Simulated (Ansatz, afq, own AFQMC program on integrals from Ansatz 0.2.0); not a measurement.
Integrals from Ansatz 0.2.0, then the random walk in our own AFQMC program (afq).

```yaml
crystal:
  periodic: [false, false, false]
  atoms:
    - {symbol: Si, position_ang: [0.000000, 0.000000, 0.000000]}
    - {symbol: H, position_ang: [0.855850, 0.858745, 0.856831]}
    - {symbol: H, position_ang: [-0.859551, -0.854424, 0.857445]}
    - {symbol: H, position_ang: [-0.854730, 0.855535, -0.861149]}
    - {symbol: H, position_ang: [0.858431, -0.859856, -0.853127]}
basis:
  gaussian: {orbitals: 6-31G}
total_charge: 1
magnetization: {spin_polarized: true, initial_magnetization: 1}
correlation: {method: ccsd_t, electrons: outside_noble_gas, hamiltonian_folder: ham}
```

```sh
$ ansatz run in.yaml --threads 1 --pin off --events-out ev --progress --plain --max-ram 1843MiB
```

afq runs on the folder ham with

```
--method free --trial cisd --walkers 20 --time-step 0.05 --max-blocks 30 --target-error 0.00064 --factor-cut 1e-06 --seed 8436 --times 0,2,5,8,12 --taylor-order 6
```

Times are imaginary, in 1/Eh. The walk had a cap of 90 s.

```
orbitals 16  electrons 4 3  factors 118 of 268
reference energy -290.72805675 Eh
CCSD correlation -0.07749123 Eh in 10 cycles, weight of the determinant in the CISD state 0.9305
repeat  energy at the last time / Eh  error
    10  -290.808686  0.001239
    20  -290.808041  0.000907
    30  -290.808269  0.000791
time / (1/Eh)  energy / Eh  error  mean overlap
  0.00  -290.805553  0.000086  1.0756
  2.00  -290.807008  0.000089  1.0553
  5.00  -290.807060  0.000182  1.0332
  8.00  -290.807327  0.000254  1.0186
 12.00  -290.808269  0.000791  0.8984
energy -290.808269 +/- 0.000791 Eh
```

The run failed at least one of its tests; the cautions name the faults.

Against this walk (error 21.5 meV) on the same determinant: CCSD(T) 46.6 meV higher, CCSDT(Q) 32.5 meV higher (within the noise), CCSDTQ 32.3 meV higher (within the noise), full CI 32.3 meV higher (within the noise). The error is statistical, and a free projection of finite length keeps a remainder of its start.

A setting was made bad on purpose (projection too long), so the walk's energy isn't to be trusted.

Cautions: remainder of the start not in the error; phase noise grows fast; error above the target (21.5 against 17.4 meV); the search met a lower determinant of the same kind, perhaps of another symmetry (82 meV lower), and this one is a saddle point; unrestricted determinant slightly spin contaminated (⟨S²⟩ 0.80 against 0.75); so few walkers bias the energy; the time-step error isn't removed.

CCSDT and higher add their correlation energy to the determinant of the CCSD(T) run, since their own runs factorise the integrals more tightly (a shift of under 2 meV).
